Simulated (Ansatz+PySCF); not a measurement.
A calculation with Ansatz (development build ahead of 0.2.0).

```yaml
crystal:
  periodic: [false, false, false]
  atoms:
    - { symbol: H, position_ang: [0.0, 0.0, -1.82071] }
    - { symbol: Cl, position_ang: [0.0, 0.0, 0.1071] }
basis:
  gaussian: { orbitals: cc-pVDZ }
magnetization:
  spin_polarized: true
hamiltonian:
  xc: hf
scf:
  omitted_lower_state_checks: [stability, starts, atomic_configurations, cluster_reference, orbital_swaps, given_window_search, neighbouring_geometries, increment]
```

The input is written out in the form of the current development build from the run's settings.

Output:

```json
{
 "Converged": "yes",
 "Total energy": "-459.98400 hartree",
 "Spin squared of the determinant": "0.000",
 "Occupied orbitals by symmetry in an Abelian subgroup (alpha; beta)": "5 A1 2 B1 2 B2; 5 A1 2 B1 2 B2"
}
```

This is not the lowest solution: another run reaches a determinant 0.33 eV lower.
